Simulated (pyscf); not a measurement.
Single points on ωB97X-D3(BJ)/def2-SVP structures (PySCF, gas phase). MP2 and CC: frozen core, UHF for open shells. ΔMP2 is the change of the MP2 total energy from the triple- to the quadruple-zeta basis.

Task: How much does it cost (ΔH, 298 K, CCSD(T)/def2-TZVPP + ΔMP2(QZVPP)) to split H₂C=CH–BH–OH at its B–C bond into •HC=CH₂ + [HB–OH]•?

Result: B–C to •HC=CH₂ + [HB–OH]•: 5.03 eV. The radicals are drawn with the spin at the cut bond; how far it spreads was not checked. H₂C=CH–BH–OH lies 1.01 eV over its isomer H₃C–CH₂–B=O, and others may lie lower still (electronic energy, ωB97M-D3(BJ)). [HB–OH]• lies 0.25 eV over its isomer H₂B–O•, and others may lie lower still (electronic energy, ωB97M-D3(BJ)). Other isomers of •HC=CH₂ were not searched in full and may lie lower. The CCSD(T) − MP2 part came from Ansatz, without density fitting, on the same reference. A UHF reference is spin-contaminated (<S²> up to 0.96), which harms MP2 most.
